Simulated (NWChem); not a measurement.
# C2H7P (dimethylphosphine): levels of theory compared

Wanted: a comparison of 6 runs (HF/STO-3G, M06-2X/6-311+G**, B3LYP/6-31G*, PBE/6-311+G**, PBE0/6-311+G**, SVWN5/6-311+G**) of C2H7P (dimethylphosphine). 

Program for the calculation: NWChem 7.3.0.

37 further runs of the same task are left out: 37 set aside as unsound or not needed. Runs told in other sessions of the task aren't counted.

## 1. The system as given

The species is C2H7P (10 atoms), meant as a singlet with charge 0. As SMILES, `CPC`. The C1–H6 distance was set to 2.403 Å, away from the relaxed value. At this shape a bond of the SMILES string is far longer than usual.

Bond lengths: C1–P2 1.844 Å, P2–C3 1.844 Å, C1–H4 1.092 Å, C1–H5 1.092 Å, P2–H7 1.422 Å, C3–H8 1.092 Å, C3–H9 1.092 Å, C3–H10 1.092 Å. Some angles: C1–P2–C3 100.2°, C1–P2–H7 97.1°, C3–P2–H7 97.1°, P2–C1–H4 113.1°, P2–C1–H5 109.3°, P2–C3–H8 108.8°, P2–C3–H9 109.3°, P2–C3–H10 113.1°, H4–C1–H5 109.1°, H8–C3–H9 107.6°.

## 2. A single-point energy at HF/STO-3G (run 1)

Input file run.py:

```python
from ase import Atoms
from ase.calculators.nwchem import NWChem

atoms = Atoms(['C', 'P', 'C', 'H', 'H', 'H', 'H', 'H', 'H', 'H'], positions=[
    [0.060505, 0.293553, -1.715284],
    [1.642135, 0.582793, -0.813144],
    [1.650245, -0.879917, 0.309126],
    [-0.044815, -0.730967, -2.077774],
    [-0.003095, 0.979673, -2.562054],
    [-1.773550, 0.787080, -0.243020],
    [2.509495, 0.047643, -1.804484],
    [0.909595, -0.724097, 1.096716],
    [2.627835, -0.962397, 0.788026],
    [1.425215, -1.816147, -0.205624],
])

calc = NWChem(
    label='c2h7p',
    theory='scf',
    memory='2200 mb',
    basis='STO-3G',
    basispar='spherical bse',
    scf={'nopen': '0', 'rhf': None, 'thresh': '1e-08', 'maxiter': '80'},
    task='energy',
)
atoms.calc = calc

print("Total energy (eV):", round(atoms.get_potential_energy(), 6))
print("dipole (e A):", atoms.get_dipole_moment().round(4))
```

Launch:

```bash
$ export ASE_NWCHEM_COMMAND="nwchem PREFIX.nwi > PREFIX.nwo"
$ python run.py
```

Standard output:

```text
Total energy (eV): -11305.946476
dipole (e A): [ 0.1809 -0.1532 -0.1582]
```

The calculator wrote c2h7p.nwi:

```
title "c2h7p"

permanent_dir c2h7p

scratch_dir c2h7p

start c2h7p

geometry units angstrom nocenter noautosym noautoz
  C  6.0505000000000003e-02 2.9355300000000001e-01 -1.7152840000000000e+00
  P  1.6421349999999999e+00 5.8279300000000001e-01 -8.1314399999999998e-01
  C  1.6502450000000000e+00 -8.7991699999999995e-01 3.0912600000000001e-01
  H  -4.4815000000000001e-02 -7.3096700000000003e-01 -2.0777739999999998e+00
  H  -3.0950000000000001e-03 9.7967300000000002e-01 -2.5620539999999998e+00
  H  -1.7735500000000000e+00 7.8708000000000000e-01 -2.4302000000000001e-01
  H  2.5094949999999998e+00 4.7642999999999998e-02 -1.8044840000000000e+00
  H  9.0959500000000004e-01 -7.2409699999999999e-01 1.0967160000000000e+00
  H  2.6278350000000001e+00 -9.6239699999999995e-01 7.8802600000000000e-01
  H  1.4252149999999999e+00 -1.8161470000000000e+00 -2.0562400000000000e-01
end

memory 2200 mb

basis spherical bse noprint
   * library STO-3G
end

scf
  nopen 0
  rhf
  thresh 1e-08
  maxiter 80
end

task scf energy
```

c2h7p.nwo:

```text
Northwest Computational Chemistry Package (NWChem) 7.3.0
             --------------------------------------------------------

           Job information
           ---------------

    nwchem branch   = 7.3.0
    use scalapack   = T
    input           = c2h7p.nwi
    prefix          = c2h7p.
    data base       = c2h7p/c2h7p.db
    status          = startup
    nproc           =        1

           Memory information
           ------------------

    heap     =     72089598 doubles =      550.0 Mbytes
    stack    =     72089595 doubles =      550.0 Mbytes
    global   =    144179200 doubles =     1100.0 Mbytes (distinct from heap & stack)
    total    =    288358393 doubles =     2200.0 Mbytes
    verify   = yes
    hardfail = no

[... 134 lines left out ...]
 Convergence threshold     :          1.000E-08
[... 12 lines left out ...]
       Final RHF  results
[... 3 lines left out ...]
      One-electron energy =   -793.877930917540
[... 1 line left out ...]
 Nuclear repulsion energy =    110.443012378991
[... 34 lines left out ...]
                       ROHF Final Molecular Orbital Analysis
[... 167 lines left out ...]
  Mulliken analysis of the total density
  --------------------------------------

    Atom       Charge   Shell Charges
 -----------   ------   -------------------------------------------------------
    1 C    6     6.22   1.99  1.33  2.90
    2 P   15    14.54   2.00  1.99  5.93  1.67  2.94
    3 C    6     6.33   1.99  1.24  3.10
[... 6 lines of this table left out ...]
   10 H    1     0.95   0.95

       Multipole analysis of the density wrt the origin
       ------------------------------------------------

     L   x y z        total         open         nuclear
     -   - - -        -----         ----         -------
     0   0 0 0     -0.000000      0.000000     34.000000

     1   1 0 0      0.341918      0.000000     76.623107
[... 8 lines of this table left out ...]
     2   0 0 2    -17.858736      0.000000    157.866522

 Task  times  cpu:        1.4s     wall:        1.4s
 Total times  cpu:        1.5s     wall:        1.5s
```

It took 2.4 s on 1 thread of Intel Xeon at 2.60GHz (Ice Lake), shared host; peak memory 0.099 GiB.

## 3. A single-point energy at M06-2X/6-311+G(d,p) (run 2)

Input file c2h7p.xyz:

```xyz
10
C2H7P M06-2X
C      0.060505     0.293553    -1.715284
P      1.642135     0.582793    -0.813144
C      1.650245    -0.879917     0.309126
H     -0.044815    -0.730967    -2.077774
H     -0.003095     0.979673    -2.562054
H     -1.773550     0.787080    -0.243020
H      2.509495     0.047643    -1.804484
H      0.909595    -0.724097     1.096716
H      2.627835    -0.962397     0.788026
H      1.425215    -1.816147    -0.205624
```

Input file run.py:

```python
from ase.io import read
from ase.calculators.nwchem import NWChem

atoms = read('c2h7p.xyz')

calc = NWChem(
    label='c2h7p',
    theory='dft',
    memory='2200 mb',
    basis='6-311+G**',
    basispar='spherical bse',
    dft={'xc': 'm06-2x', 'mult': '1', 'grid': 'fine', 'convergence': 'energy 1e-08', 'iterations': '100', 'mulliken': None, 'print': 'low'},
    task='energy',
)
atoms.calc = calc

print("Total energy (eV):", round(atoms.get_potential_energy(), 6))
```

Launch:

```bash
$ export ASE_NWCHEM_COMMAND="nwchem PREFIX.nwi > PREFIX.nwo"
$ python run.py
```

Standard output:

```text
Total energy (eV): -11470.919224
```

The calculator wrote c2h7p.nwi:

```
title "c2h7p"

permanent_dir c2h7p

scratch_dir c2h7p

start c2h7p

geometry units angstrom nocenter noautosym noautoz
  C  6.0505000000000003e-02 2.9355300000000001e-01 -1.7152840000000000e+00
  P  1.6421349999999999e+00 5.8279300000000001e-01 -8.1314399999999998e-01
  C  1.6502450000000000e+00 -8.7991699999999995e-01 3.0912600000000001e-01
  H  -4.4815000000000001e-02 -7.3096700000000003e-01 -2.0777739999999998e+00
  H  -3.0950000000000001e-03 9.7967300000000002e-01 -2.5620539999999998e+00
  H  -1.7735500000000000e+00 7.8708000000000000e-01 -2.4302000000000001e-01
  H  2.5094949999999998e+00 4.7642999999999998e-02 -1.8044840000000000e+00
  H  9.0959500000000004e-01 -7.2409699999999999e-01 1.0967160000000000e+00
  H  2.6278350000000001e+00 -9.6239699999999995e-01 7.8802600000000000e-01
  H  1.4252149999999999e+00 -1.8161470000000000e+00 -2.0562400000000000e-01
end

memory 2200 mb

basis spherical bse noprint
   * library 6-311+G**
end

dft
  xc m06-2x
  mult 1
  grid fine
  convergence energy 1e-08
  iterations 100
  mulliken
  print low
end

task dft energy
```

c2h7p.nwo:

```text
Northwest Computational Chemistry Package (NWChem) 7.3.0
             --------------------------------------------------------

           Job information
           ---------------

    nwchem branch   = 7.3.0
    use scalapack   = T
    input           = c2h7p.nwi
    prefix          = c2h7p.
    data base       = c2h7p/c2h7p.db
    status          = startup
    nproc           =        1

           Memory information
           ------------------

    heap     =     72089596 doubles =      550.0 Mbytes
    stack    =     72089601 doubles =      550.0 Mbytes
    global   =    144179200 doubles =     1100.0 Mbytes (distinct from heap & stack)
    total    =    288358397 doubles =     2200.0 Mbytes
    verify   = yes
    hardfail = no

[... 37 lines left out ...]
            Nuclear Dipole moment (a.u.)
[... 75 lines left out ...]
   convergence    iter        energy       DeltaE   RMS-Dens  Diis-err    time
[... 13 lines left out ...]
         Total DFT energy =     -421.548509638895
      One electron energy =     -797.627940830000
           Coulomb energy =      302.076840639923
    Exchange-Corr. energy =      -36.440421827809
 Nuclear repulsion energy =      110.443012378991
[... 17 lines left out ...]
     -------------------------------------------
      Total Density - Lowdin Population Analysis
     -------------------------------------------

    Atom       Charge   Shell Charges
 -----------   ------   -------------------------------------------------------
    1 C    6     6.40   1.05  0.93  0.56  0.56  1.33  0.39  1.14  0.11  0.28  0.06
    2 P   15    14.47   0.91  1.08  0.92  1.03  0.68  0.50  2.23  3.44  0.94  1.75  0.61  0.11  0.13  0.14
    3 C    6     6.41   1.05  0.92  0.61  0.50  1.49  0.34  1.15  0.08  0.20  0.07
[... 6 lines of this table left out ...]
   10 H    1     0.95   0.27  0.43  0.17  0.07

 Task  times  cpu:       36.2s     wall:       36.2s
 Total times  cpu:       36.3s     wall:       36.3s
```

Wall time 38 s (1 thread of Intel Xeon at 2.60GHz (Ice Lake), shared host); peak memory 0.12 GiB.

Runs 3 to 4 aren't shown in full; the table further down has their settings and results.

## 4. The energy at PBE0/6-311+G(d,p) (run 5)

Input file c2h7p.nw:

```
start c2h7p
title "dimethylphosphine"
memory stack 880 mb heap 220 mb global 1100 mb

geometry units atomic noautosym nocenter noautoz
   C    0.11433788   0.55473477  -3.24141699
   P    3.10318541   1.10131916  -1.53661946
   C    3.11851109  -1.66280214   0.58416348
   H   -0.08468808  -1.38132744  -3.92642381
   H   -0.00584870   1.85131366  -4.84158038
   H   -3.35152377   1.48736564  -0.45924124
   H    4.74225826   0.09003222  -3.40998056
   H    1.71888543  -1.36834502   2.07249288
   H    4.96588845  -1.81866675   1.48915332
   H    2.69326602  -3.43202043  -0.38857304
end

basis spherical bse
   C library 6-311+G**
   P library 6-311+G**
   H library 6-311+G**
end

dft
   xc pbe0
   grid fine
   convergence energy 1e-08
   iterations 100
   mulliken
   print medium
end

task dft
```

Launch:

```bash
$ nwchem c2h7p.nw > c2h7p.out
```

Standard output:

```text
[...]
          Wavefunction type:  closed shell.
          No. of atoms     :    10
          No. of electrons :    34
[...]
          Charge           :     0
          Spin multiplicity:     1
[...]
          AO basis - number of functions:   116
[...]
              XC Information
              --------------
                         PBE0 Method XC Functional
                     Hartree-Fock (Exact) Exchange  0.250
          PerdewBurkeErnzerhof Exchange Functional  0.750
            Perdew 1991 LDA Correlation Functional  1.000 local
           PerdewBurkeErnz. Correlation Functional  1.000 non-local
[...]
 d= 0,ls=0.0,diis     1   -421.3609098244 -5.32D+02  4.71D-03  5.13D-01     3.6
[...]
 d= 0,ls=0.0,diis     8   -421.3910162767 -1.23D-09  4.52D-06  2.34D-07    23.9
         Total DFT energy =     -421.391016276704
      One electron energy =     -797.637574923826
           Coulomb energy =      302.078135696845
    Exchange-Corr. energy =      -36.274581418988
 Nuclear repulsion energy =      110.443004369265
[...]
      Total Density - Mulliken Population Analysis
     ---------------------------------------------
    Atom       Charge   Shell Charges
 -----------   ------   -------------------------------------------------------
    1 C    6     6.45   1.10  0.89  0.57  0.77  1.40  0.64  1.07 -0.06  0.04  0.03
    2 P   15    14.94   0.79  1.18  0.91  1.07  0.91  0.95  2.03  3.85  0.67  1.91  0.34  0.21  0.00  0.12
    3 C    6     6.59   1.10  0.89  0.63  0.73  1.57  0.58  1.09 -0.02 -0.03  0.04
    4 H    1     0.81   0.26  0.47  0.05  0.02
    5 H    1     0.80   0.27  0.47  0.05  0.02
    6 H    1     1.01   0.15  0.42  0.43  0.00
    7 H    1     0.98   0.24  0.57  0.14  0.02
    8 H    1     0.80   0.27  0.46  0.04  0.02
    9 H    1     0.81   0.27  0.47  0.06  0.02
   10 H    1     0.82   0.27  0.47  0.06  0.02
[...]
```

Wall time 25 s (1 thread of Intel Xeon at 2.60GHz (Ice Lake), shared host); peak memory 0.12 GiB.

## 5. The energy at SVWN5/6-311+G(d,p) (run 6)

Input file struct.xyz:

```xyz
10

C      0.060505     0.293553    -1.715284
P      1.642135     0.582793    -0.813144
C      1.650245    -0.879917     0.309126
H     -0.044815    -0.730967    -2.077774
H     -0.003095     0.979673    -2.562054
H     -1.773550     0.787080    -0.243020
H      2.509495     0.047643    -1.804484
H      0.909595    -0.724097     1.096716
H      2.627835    -0.962397     0.788026
H      1.425215    -1.816147    -0.205624
```

Input file run.py:

```python
from ase.io import read
from ase.calculators.nwchem import NWChem

atoms = read('struct.xyz')

calc = NWChem(
    label='struct',
    theory='dft',
    memory='2200 mb',
    basis='6-311+G**',
    basispar='spherical bse',
    dft={'xc': 'slater vwn_5', 'mult': '1', 'grid': 'fine', 'convergence': 'energy 1e-08', 'iterations': '100', 'mulliken': None},
    task='energy',
)
atoms.calc = calc

print("Total energy (eV):", round(atoms.get_potential_energy(), 6))
print("dipole (e A):", atoms.get_dipole_moment().round(4))
```

Launch:

```bash
$ export ASE_NWCHEM_COMMAND="nwchem PREFIX.nwi > PREFIX.nwo"
$ python run.py
```

Standard output:

```text
Total energy (eV): -11417.8338
dipole (e A): [ 0.1698 -0.3095 -0.141 ]
```

The calculator wrote struct.nwi:

```
title "struct"

permanent_dir struct

scratch_dir struct

start struct

geometry units angstrom nocenter noautosym noautoz
  C  6.0505000000000003e-02 2.9355300000000001e-01 -1.7152840000000000e+00
  P  1.6421349999999999e+00 5.8279300000000001e-01 -8.1314399999999998e-01
  C  1.6502450000000000e+00 -8.7991699999999995e-01 3.0912600000000001e-01
  H  -4.4815000000000001e-02 -7.3096700000000003e-01 -2.0777739999999998e+00
  H  -3.0950000000000001e-03 9.7967300000000002e-01 -2.5620539999999998e+00
  H  -1.7735500000000000e+00 7.8708000000000000e-01 -2.4302000000000001e-01
  H  2.5094949999999998e+00 4.7642999999999998e-02 -1.8044840000000000e+00
  H  9.0959500000000004e-01 -7.2409699999999999e-01 1.0967160000000000e+00
  H  2.6278350000000001e+00 -9.6239699999999995e-01 7.8802600000000000e-01
  H  1.4252149999999999e+00 -1.8161470000000000e+00 -2.0562400000000000e-01
end

memory 2200 mb

basis spherical bse noprint
   * library 6-311+G**
end

dft
  xc slater vwn_5
  mult 1
  grid fine
  convergence energy 1e-08
  iterations 100
  mulliken
end

task dft energy
```

struct.nwo:

```text
Northwest Computational Chemistry Package (NWChem) 7.3.0
             --------------------------------------------------------

           Job information
           ---------------

    nwchem branch   = 7.3.0
    use scalapack   = T
    input           = struct.nwi
    prefix          = struct.
    data base       = struct/struct.db
    status          = startup
    nproc           =        1

           Memory information
           ------------------

    heap     =     72089596 doubles =      550.0 Mbytes
    stack    =     72089601 doubles =      550.0 Mbytes
    global   =    144179200 doubles =     1100.0 Mbytes (distinct from heap & stack)
    total    =    288358397 doubles =     2200.0 Mbytes
    verify   = yes
    hardfail = no

[... 103 lines left out ...]
  convergence criterion.
[... 18 lines left out ...]
          Convergence on density requested:  1.00D-05
[... 21 lines left out ...]
          Convergence Information
[... 61 lines left out ...]
   convergence    iter        energy       DeltaE   RMS-Dens  Diis-err    time
[... 39 lines left out ...]
           Coulomb energy =      301.962564573900
[... 7 lines left out ...]
                       DFT Final Molecular Orbital Analysis
[... 847 lines left out ...]
 center of mass
 --------------
 x =   2.34848835 y =   0.26129530 z =  -1.43514800

 moments of inertia (a.u.)
 ------------------
         228.274875140313          18.947118227115         -74.385936646280
          18.947118227115         275.513693734220          71.198936915452
         -74.385936646280          71.198936915452         237.061145675313

     Multipole analysis of the density
     ---------------------------------

     L   x y z        total         alpha         beta         nuclear
     -   - - -        -----         -----         ----         -------
     0   0 0 0     -0.000000    -17.000000    -17.000000     34.000000

     1   1 0 0      0.320813    -38.151147    -38.151147     76.623107
[... 8 lines of this table left out ...]
     2   0 0 2    -19.439827    -88.653175    -88.653175    157.866522

 Task  times  cpu:       23.6s     wall:       23.6s
 Total times  cpu:       23.6s     wall:       23.6s
```

It took 25 s on 1 thread of Intel Xeon at 2.60GHz (Ice Lake), shared host; peak memory 0.12 GiB.

## 6. All runs side by side

| run | level | iteration cap | module | energy (Eh) | dipole moment (D) | HOMO energy (eV) | LUMO energy (eV) | wall time |
| --- | --- | --- | --- | --- | --- | --- | --- | --- |
| 1 | HF/STO-3G | 80 | scf | -415.485873 | 1.37 | -6.00 | 3.46 | 2.4 s |
| 2 | M06-2X/6-311+G** | 100 | dft | -421.548510 | – | – | – | 38 s |
| 3 | B3LYP/6-31G* (Cartesian functions) | 100 | dft | -421.601295 | 2.03 | -6.51 | -3.18 | 32 s |
| 4 | PBE/6-311+G** | 100 | dft | -421.359293 | 1.95 | -5.84 | -4.16 | 36 s |
| 5 | PBE0/6-311+G** | 100 | dft | -421.391016 | 2.00 | -6.90 | -3.37 | 25 s |
| 6 | SVWN5/6-311+G** | 100 | dft | -419.597656 | 1.83 | -5.86 | -4.20 | 25 s |

## 7. Summary of results

| quantity | value |
| --- | --- |
| run 6: total energy | -419.59766 Eh |
| run 6: dipole moment | 1.83 D |
| run 6: HOMO energy | -5.86 eV |
| run 6: LUMO energy | -4.20 eV |
| run 6: HOMO–LUMO gap | 1.66 eV |

**Reading.** Over runs 1, 3, 4, 5, 6 the dipole moment (its size) runs from 1.37 D (HF/STO-3G) to 2.03 D (B3LYP/6-31G*). The two ends differ in method and basis. Over runs 1, 3, 4, 5, 6 the HOMO–LUMO gap runs from 1.66 eV (SVWN5/6-311+G**) to 9.46 eV (HF/STO-3G). Totals of different functionals can't be ranked against each other. In run 1 the basis is minimal, so the values are rough. In all runs a closed-shell determinant meets a far-stretched bond; if it breaks into open shells, such a determinant describes it badly, and no broken-symmetry solution was shown. All runs together took 2.6 min, the longest 38 s.
